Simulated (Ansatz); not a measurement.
We consider bcc Li, described by PBE-D3(BJ) in Ansatz (PAW).

Settings: plane-wave cutoff 520 eV, 22×22×22 k mesh, Fermi–Dirac smearing 0.05 eV, scalar-relativistic PAW data made under PBE.

Pressure at four volumes; x = ln(V/18.340 Å³). One pressure is withheld.

```json
[
 {"V (Å³/atom)": "17.239", "x": "-0.0619", "P (GPa)": "?"},
 {"V (Å³/atom)": "17.606", "x": "-0.0408", "P (GPa)": "0.676"},
 {"V (Å³/atom)": "18.340", "x": "0.0000", "P (GPa)": "-0.005"},
 {"V (Å³/atom)": "19.440", "x": "0.0582", "P (GPa)": "-0.830"}
]
```

### Question
Pass a parabola P(x) through the three rows shown, estimate the bulk modulus and its pressure derivative near zero pressure, and predict the withheld pressure.

### Answer
Slopes between the rows: (-0.005 − (0.676))/(0.0000 − (-0.0408)) = -16.69 and (-0.830 − (-0.005))/(0.0582 − (0.0000)) = -14.18 GPa. Their difference over the span 0.0990 is c = 2.51/0.0990 = 25.4 GPa, so P(x) = 0.676 + (-16.69)(x − (-0.0408)) + 25.4 (x − (-0.0408))(x − (0.0000)). At the middle row B = −dP/dx = −[-16.69 + 25.4 × 0.0408] = 15.7 GPa, and B′ = dB/dP = 2c/B = 3.2. At x = -0.0619 the parabola gives 1.061 GPa; the run gives 1.065 GPa. The Birch–Murnaghan fit to the energies at all volumes has B0 = 15.6 GPa and B′ = 3.3.

Measured, for comparison: bulk modulus 13.8 GPa (corrected for temperature and zero-point phonon effects, our sources range from 13.1 to 13.9; as tabulated in Levämäki et al. (2014), arXiv:1402.3671). Computed (rounded) less measured: bulk modulus +13 % (+12 % to +19 % over the range).

Ansatz is an electronic-structure program.
